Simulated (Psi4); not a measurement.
# r2SCAN/aug-cc-pVTZ run of AlCl (aluminium monochloride)

Aim: the vertical singlet–triplet gap of AlCl (aluminium monochloride) at r2SCAN/aug-cc-pVTZ, from 2 runs. 

Program for the calculation: Psi4 1.11.

13 further runs of the same task are left out: 12 that didn't finish, 1 set aside as unsound or not needed.

**1. The structure to begin with**

AlCl has 2 atoms, charge 0, and is taken as a singlet. As SMILES, `[Al][Cl]`. Geometry: the measured bond length.

Bond lengths: Al1–Cl2 2.130 Å.

**2. A single-point energy at r2SCAN/aug-cc-pVTZ**

Input file alcl.json:

```json
{
 "schema_name": "qcschema_input",
 "schema_version": 1,
 "molecule": {
  "schema_name": "qcschema_molecule",
  "schema_version": 2,
  "symbols": ["Al", "Cl"],
  "geometry": [0.0, 0.0, 0.0, 0.0, 0.0, 4.02533018],
  "molecular_charge": 0,
  "molecular_multiplicity": 1,
  "fix_symmetry": "c1"
 },
 "driver": "energy",
 "model": {
  "method": "r2scan",
  "basis": "aug-cc-pVTZ"
 },
 "keywords": {
  "reference": "rks",
  "puream": true,
  "e_convergence": 1e-09,
  "d_convergence": 1e-08,
  "scf_type": "pk",
  "dft_radial_points": 99,
  "dft_spherical_points": 590,
  "scf_properties": ["QUADRUPOLE", "MAYER_INDICES", "DIPOLE"]
 }
}
```

Command:

```console
psi4 --qcschema alcl.json -n 1 --memory 1600MB
```

stdout:

```text
[...]
  Running in c1 symmetry.
[...]
  Nuclear repulsion =   54.902328533953948
[...]
  Multiplicity = 1
[...]
  Nalpha       = 15
  Nbeta        = 15
[...]
    Number of basis functions: 100
[...]
   @RKS iter   1:  -702.59330906824448   -2.78312e-01   3.59095e-03 ADIIS/DIIS
[...]
   @RKS iter  10:  -702.64916679617431   -4.54747e-12   2.04976e-09 DIIS
[...]
    Orbital Energies [Eh]
    ---------------------
    Doubly Occupied:
       1A   -101.202892     2A    -55.805137     3A     -9.357409
       4A     -7.097355     5A     -7.095994     6A     -7.095994
       7A     -4.096955     8A     -2.635847     9A     -2.635847
      10A     -2.631141    11A     -0.768005    12A     -0.381755
      13A     -0.307245    14A     -0.307245    15A     -0.228383
[...]
  @RKS Final Energy:  -702.64916679617431
   => Energetics <=
    Nuclear Repulsion Energy =             54.9023285339539484
    One-Electron Energy =               -1082.0992528608142038
    Two-Electron Energy =                 371.3603973665478861
    DFT Exchange-Correlation Energy =     -46.8126398358620293
    Empirical Dispersion Energy =           0.0000000000000000
    VV10 Nonlocal Energy =                  0.0000000000000000
    Total Energy =                       -702.6491667961743133
[...]
 Multipole Moments:
 ------------------------------------------------------------------------------------
     Multipole            Electronic (a.u.)      Nuclear  (a.u.)        Total (a.u.)
 ------------------------------------------------------------------------------------
 L = 1.  Multiply by 2.5417464519 to convert [e a0] to [Debye]
 Dipole X            :          0.0000000            0.0000000            0.0000000
 Dipole Y            :         -0.0000000            0.0000000           -0.0000000
 Dipole Z            :         -0.7840281            0.2658241           -0.5182040
 Magnitude           :                                                    0.5182040
 L = 2.  Multiply by 1.3450342976 to convert [e a0^2] to [Debye ang]
 Quadrupole XX       :        -18.0421506            0.0000000          -18.0421506
 Quadrupole XY       :          0.0000000            0.0000000            0.0000000
[...]
```

The result, in JSON:

```text
{
 "driver": "energy",
 "model": {
  "method": "r2scan",
  "basis": "aug-cc-pVTZ"
 },
 "success": true,
 "return_result": -702.6491667961743,
 "properties": {
  "calcinfo_nbasis": 100,
  "calcinfo_nmo": 100,
  "calcinfo_nalpha": 15,
  "calcinfo_nbeta": 15,
  "calcinfo_natom": 2,
  "nuclear_repulsion_energy": 54.90232853395395,
  "return_energy": -702.6491667961743,
  "scf_one_electron_energy": -1082.0992528608142,
  "scf_two_electron_energy": 371.3603973665479,
  "scf_xc_energy": -46.81263983586203,
  "scf_dipole_moment": [8.036677995159172e-15, -1.74641326759256e-14, -0.5182040069616229],
  "scf_total_energy": -702.6491667961743,
  "scf_iterations": 10
 }
}
```

It took 51 s on 1 thread of Intel Xeon at 2.50GHz (Skylake/Cascade Lake), shared host; peak memory 0.86 GiB.

**3. The triplet**

Input file alcl.py:

```python
import psi4

psi4.set_memory('1600 MB')
psi4.set_num_threads(1)
psi4.core.set_output_file('run.log', False)

molecule = psi4.geometry("""
0 3
Al     0.00000000     0.00000000     0.00000000
Cl     0.00000000     0.00000000     4.02533018
units au
symmetry c1
no_reorient
no_com
""")

psi4.set_options({
    'reference': 'uks',
    'puream': True,
    'e_convergence': 1e-09,
    'd_convergence': 1e-08,
    'scf_type': 'pk',
    'dft_radial_points': 99,
    'dft_spherical_points': 590,
    'maxiter': 100,
})

result, w = psi4.energy("r2scan/aug-cc-pVTZ", return_wfn=True)
print('E =', round(result, 9))
```

Command:

```console
python alcl.py
```

run.log:

```text
[...]
  Running in c1 symmetry.
[...]
  Nuclear repulsion =   54.902328533953948
[...]
  Multiplicity = 3
[...]
  Nalpha       = 16
  Nbeta        = 14
[...]
    Number of basis functions: 100
[...]
   @UKS iter   1:  -702.49823680315512   -1.83240e-01   3.43501e-03 ADIIS/DIIS
[...]
   @UKS iter  11:  -702.55348616150025   -1.93268e-12   1.38918e-09 DIIS
[...]
   @S^2 Observed:                2.002543453E+00
[...]
    Orbital Energies [Eh]
    ---------------------
    Alpha Occupied:
       1A   -101.217839     2A    -55.839502     3A     -9.370496
       4A     -7.113668     5A     -7.108789     6A     -7.107856
       7A     -4.131275     8A     -2.673018     9A     -2.668777
      10A     -2.667526    11A     -0.779982    12A     -0.402223
      13A     -0.315276    14A     -0.313673    15A     -0.282471
      16A     -0.132850
    Alpha Virtual:
      17A     -0.114837    18A     -0.027940    19A      0.009818
      20A      0.030778    21A      0.036959    22A      0.040093
      23A      0.047630    24A      0.052722    25A      0.069750
[...]
  @UKS Final Energy:  -702.55348616150025
   => Energetics <=
    Nuclear Repulsion Energy =             54.9023285339539484
    One-Electron Energy =               -1081.4468767073415165
    Two-Electron Energy =                 370.8209145806468428
    DFT Exchange-Correlation Energy =     -46.8298525687595557
    Empirical Dispersion Energy =           0.0000000000000000
    VV10 Nonlocal Energy =                  0.0000000000000000
    Total Energy =                       -702.5534861615002455
[...]
 Multipole Moments:
 ------------------------------------------------------------------------------------
     Multipole            Electronic (a.u.)      Nuclear  (a.u.)        Total (a.u.)
 ------------------------------------------------------------------------------------
 L = 1.  Multiply by 2.5417464519 to convert [e a0] to [Debye]
 Dipole X            :         -0.0000000            0.0000000           -0.0000000
 Dipole Y            :          0.0000000            0.0000000            0.0000000
 Dipole Z            :        -69.1194818           68.4306131           -0.6888688
 Magnitude           :                                                    0.6888688
[...]
```

The script printed:

```text
E = -702.553486162
```

Run time: 64 s. Hardware: 1 thread of Intel Xeon at 2.50GHz (Skylake/Cascade Lake), shared host; peak memory 0.86 GiB.

**4. Outcome**

At r2SCAN/aug-cc-pVTZ:

| quantity | value |
| --- | --- |
| singlet: total energy | -702.64917 Eh |
| singlet: dipole moment | 1.32 D |
| singlet: HOMO energy | -6.21 eV |
| singlet: LUMO energy | -2.24 eV |
| singlet: HOMO–LUMO gap | 3.98 eV |
| triplet: total energy | -702.55349 Eh |
| triplet: dipole moment | 1.75 D |
| triplet: HOMO energy (highest over α and β) | -3.62 eV |
| triplet: ⟨S²⟩ | 2.003 |
| vertical energy of the triplet above the singlet | 2.604 eV |

What this shows: At this shape the triplet lies 2.60 eV (60 kcal/mol) above the singlet.
